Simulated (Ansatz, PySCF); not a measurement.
Breaking a bond: HF, singlet.

- UHF/cc-pVTZ (PySCF)
- RCCSD = CCSD on RHF/cc-pVTZ, frozen core (Ansatz, an electronic-structure program)
- UKS-BP86/6-31G* = unrestricted BP86/6-31G*, spherical d (PySCF)

Energies are in eV, each relative to the lowest point of its own curve near equilibrium.

```json
[
 {"R / Å": "0.74", "UHF": "1.329", "RCCSD": "1.520", "UKS-BP86/6-31G*": "1.833"},
 {"R / Å": "0.79", "UHF": "0.539", "RCCSD": "0.674", "UKS-BP86/6-31G*": "0.900"},
 {"R / Å": "0.83", "UHF": "0.191", "RCCSD": "0.280", "UKS-BP86/6-31G*": "0.438"},
 {"R / Å": "0.86", "UHF": "0.054", "RCCSD": "0.108", "UKS-BP86/6-31G*": "0.217"},
 {"R / Å": "0.89", "UHF": "0.000", "RCCSD": "0.020", "UKS-BP86/6-31G*": "0.080"},
 {"R / Å": "0.92", "UHF": "0.014", "RCCSD": "0.000", "UKS-BP86/6-31G*": "0.013"},
 {"R / Å": "0.95", "UHF": "0.082", "RCCSD": "0.034", "UKS-BP86/6-31G*": "0.000"},
 {"R / Å": "0.97", "UHF": "0.153", "RCCSD": "0.082", "UKS-BP86/6-31G*": "0.017"},
 {"R / Å": "1.02", "UHF": "0.397", "RCCSD": "0.268", "UKS-BP86/6-31G*": "0.129"},
 {"R / Å": "1.08", "UHF": "0.780", "RCCSD": "0.583", "UKS-BP86/6-31G*": "0.359"},
 {"R / Å": "1.15", "UHF": "1.302", "RCCSD": "1.025", "UKS-BP86/6-31G*": "0.709"},
 {"R / Å": "1.24", "UHF": "2.028", "RCCSD": "1.646", "UKS-BP86/6-31G*": "1.223"},
 {"R / Å": "1.39", "UHF": "3.120", "RCCSD": "2.680", "UKS-BP86/6-31G*": "2.113"},
 {"R / Å": "1.49", "UHF": "3.524", "RCCSD": "3.318", "UKS-BP86/6-31G*": "2.682"},
 {"R / Å": "1.64", "UHF": "3.848", "RCCSD": "4.158", "UKS-BP86/6-31G*": "3.463"},
 {"R / Å": "1.86", "UHF": "4.045", "RCCSD": "—", "UKS-BP86/6-31G*": "4.381"},
 {"R / Å": "2.03", "UHF": "4.105", "RCCSD": "—", "UKS-BP86/6-31G*": "4.816"},
 {"R / Å": "2.27", "UHF": "4.141", "RCCSD": "—", "UKS-BP86/6-31G*": "5.190"},
 {"R / Å": "2.47", "UHF": "4.153", "RCCSD": "—", "UKS-BP86/6-31G*": "5.380"},
 {"R / Å": "2.76", "UHF": "4.160", "RCCSD": "—", "UKS-BP86/6-31G*": "5.547"},
 {"R / Å": "3.22", "UHF": "4.163", "RCCSD": "—", "UKS-BP86/6-31G*": "5.677"},
 {"R / Å": "3.61", "UHF": "4.164", "RCCSD": "—", "UKS-BP86/6-31G*": "5.724"}
]
```

At the longest distance, 3.61 Å, UKS-BP86/6-31G* lies highest above its minimum (5.724 eV) and UHF lowest (4.164 eV).

A dash means that the run gave no value there, or that the column was ended at a point which the program doubted or which failed a test of continuity chosen for this set; such a test can also cut sound points.

The unrestricted determinant behind UHF is spin-contaminated at 1.39 to 3.61 Å (<S²> up to 1.0, against 0.00 for a pure singlet). The T1 diagnostic of CCSD on the restricted reference of RCCSD exceeds 0.045 at 2.03 to 3.61 Å. The unrestricted determinant behind UKS-BP86/6-31G* is spin-contaminated at 1.86 to 3.61 Å (<S²> up to 0.9, against 0.00 for a pure singlet).
